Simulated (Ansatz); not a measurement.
Wavefunction ladder for C$_{4}$H$_{6}$O$_{2}$, SMILES `CC1(C=O)CO1`

```xyz
12

C    -0.502    1.284   -0.317
C     0.113   -0.060   -0.100
C     1.341   -0.134    0.743
O     1.744    0.765    1.427
C    -0.675   -1.300   -0.162
O     0.183   -0.946   -1.218
H    -0.758    1.738    0.641
H    -1.401    1.196   -0.928
H     0.204    1.948   -0.820
H     1.864   -1.112    0.681
H    -0.375   -2.172    0.414
H    -1.740   -1.207   -0.363
```

Total charge 0; spin multiplicity 1. The geometry is a stationary point of PBE0-D4/def2-TZVP. It is one conformer, not always the lowest. Frozen core, restricted reference, Ansatz 0.2.0. CBS rows extrapolate triple and quadruple zeta; past MP2 they add the triple-zeta difference.

| basis | HF (Eh) | MP2 corr. | CCSD corr. | (T) | CCSD(T) total |
| --- | --- | --- | --- | --- | --- |
| def2-TZVPP | -304.76010 | -1.11955 | ? | -0.05008 | ? |
| def2-QZVPP | ? | ? | – | – | – |
| CBS(def2) | ? | -1.25658 | -1.28358 | as TZ | ? |

Problem. Fill in the withheld values. (Best estimate.)

Solution. Ansatz gave: def2-TZVPP CCSD corr.: -1.14655; def2-TZVPP CCSD(T) total: -305.95673; def2-QZVPP HF (Eh): -304.77390; def2-QZVPP MP2 corr.: -1.19826; CBS(def2) HF (Eh): -304.77580; CBS(def2) CCSD(T) total: -306.10946.
